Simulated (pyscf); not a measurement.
Four-centre exchange: H₂Si=Se (SMILES [SiH2]=[Se]) + HCl (SMILES Cl) → Cl–SiH=Se (SMILES Cl[SiH]=[Se]) + H₂ (SMILES [H][H])

Gas phase, singlet surface, charge 0. Bonds broken: Si2–H3, Cl5–H6. Bonds formed: Si2–Cl5, H3–H6. Structures and frequencies: ωB97X-D3(BJ)/def2-SVP in PySCF.

Transition state (Å):

```xyz
6

Se     1.7806     2.0234     0.2362
Si     0.2407     0.7163    -0.1860
H     -0.4712    -0.0775     1.0325
H     -0.9074     0.8029    -1.1151
Cl     0.7358    -1.5420    -0.6309
H     -0.0676    -0.9625     0.5284
```

One imaginary mode, 1159i cm⁻¹; descent along it reached the two sides named, in the forms told below.

```tsv
bond	change	reactant side (Å)	saddle	product side
Si2–H3	breaks	1.489	1.619	3.0
Cl5–H6	breaks	1.290	1.525	3.1
Si2–Cl5	forms	2.9	2.354	2.044
H3–H6	forms	3.6	1.096	0.761
```

Electronic energies relative to the separated reactants (kcal/mol):

```tsv
level	barrier	reaction energy	reverse barrier
ωB97X-D3(BJ)/def2-TZVP	14.1	-23.0	37.2
PBE/def2-TZVP	7.5	-21.3	28.9
r²SCAN/def2-TZVP	8.3	-22.8	31.1
B3LYP-D3(BJ)/def2-TZVP	13.8	-21.3	35.1
PBE0-D3(BJ)/def2-TZVP	9.5	-21.2	30.7
M06-2X/def2-TZVP	14.0	-22.5	36.5
ωB97M-D3(BJ)/def2-TZVP	14.8	-20.6	35.5
HF/def2-TZVP	32.8	-16.3	49.1
```

With ωB97M-D3(BJ)/def2-TZVP energies and thermal terms (ideal gas, 1 atm, RRHO with modes under 100 cm⁻¹ raised to 100, one conformer, R ln 2 for chiral ones without a mode under 150 cm⁻¹), in kcal/mol:

| T (K) | ΔH‡ | ΔG‡ | ΔH | ΔG |
|---|---|---|---|---|
| 298 | 14.5 | 24.2 | -21.6 | -20.4 |
| 600 | 14.1 | 34.3 | -20.9 | -19.5 |
| 900 | 14.4 | 44.4 | -20.5 | -19.0 |
| 1200 | 14.8 | 54.3 | -20.2 | -18.5 |

On the reactant side the descent ends in a complex, 6.5 kcal/mol under the separated species and 20.6 kcal/mol under the saddle at ωB97X-D3(BJ)/def2-TZVP. The same reactants have a lower exit, to Cl–SiH₂–SeH (barrier -1.6 kcal/mol at ωB97M-D3(BJ)/def2-TZVP, against +14.8 kcal/mol here). One saddle was located; it need not be the lowest between these sides. Elements up to Kr have no core potential and no relativistic terms here.
